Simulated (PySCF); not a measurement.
Simulated absorption spectrum

Species: C6H10.
Structure used (PBE0-D3(BJ)/def2-SVP), in Å, numbered top down from 1:
```xyz
16
C6H10 angstrom
C     -1.8606    0.3794    1.4306
C     -0.9186    0.0110    0.5419
C     -1.3043   -0.7729   -0.6796
C      0.4718    0.3974    0.8064
C      1.6138    0.1882    0.1240
C      1.8865   -0.5244   -1.1589
H     -1.6039    0.9500    2.3276
H     -2.9129    0.1209    1.2867
H     -1.0459   -0.2315   -1.6034
H     -2.3863   -0.9638   -0.6915
H     -0.7882   -1.7453   -0.7149
H      0.5827    0.9637    1.7381
H      2.5129    0.6129    0.5886
H      2.3608    0.1608   -1.8820
H      2.6105   -1.3407   -0.9939
H      0.9991   -0.9535   -1.6339
```

Method: TDDFT wB97X-D/def2-SVPD, vertical, gas phase, core orbitals frozen in the response (PySCF).

Computed states:

| state | E (eV) | f |
| --- | --- | --- |
| S1 | 5.71 | 0.698 |
| S2 | 6.48 | 0.0001 |
| S3 | 7.23 | 0.024 |
| S4 | 7.30 | 0.0018 |
| S5 | 7.31 | 0.0065 |
| S6 | 7.44 | 0.0025 |

Each state is given a Gaussian of 0.4 eV full width at half maximum, with ε(max) = 2.175×10⁸ f / Δν̃ (Δν̃ the width in cm⁻¹). The cross-section is σ = 3.8235×10⁻²¹ ε cm², given in Mb (10⁻¹⁸ cm²). The width is an assumption, not a result. The curve ends short of the highest state used, and states not computed would add to its high-energy end.

(1) Give the broadened spectrum and its maxima.

(2) Does any computed singlet lie in the visible range?

(3) On this curve, what absorbance would a 10⁻³ mol/L sample give at 222 nm over a 1 cm path?

Results:

(1) 
(λ (nm), σ (Mb)): (181.4, 0.47), (183.5, 0.15), (185.6, 0.05), (187.7, 0.03), (189.8, 0.03), (192.0, 0.04), (194.1, 0.09), (196.2, 0.29), (198.3, 1.05), (200.4, 3.34), (202.5, 9.01), (204.7, 21.56), (206.8, 42.57), (208.9, 73.01), (211.0, 109.63), (213.1, 145.22), (215.2, 170.89), (217.4, 179.82), (219.5, 169.51), (221.6, 144.70), (223.7, 112.50), (225.8, 80.07), (228.0, 51.29), (230.1, 30.93), (232.2, 17.33), (234.3, 9.05), (236.4, 4.43), (238.5, 2.04), (240.7, 0.85), (242.8, 0.35)

Maxima: 217 nm (5.71 eV), ε about 47000, made up of S1 (100%) (ε in L mol⁻¹ cm⁻¹; maxima over ε = 5, shares over 10%). At its high-energy end, 6.84 eV, the curve is still rising (ε about 130, from S3).

(2) No computed singlet lies in the visible range (380 to 750 nm); the lowest, at 217 nm, stands 2.44 eV above its violet end (3.26 eV).

(3) 222 nm is 5.585 eV, where ε is about 36000 L mol⁻¹ cm⁻¹, so A = ε c l ≈ 36 (Beer–Lambert, with the gas-phase spectrum and the assumed width).

One conformer stands for the species.
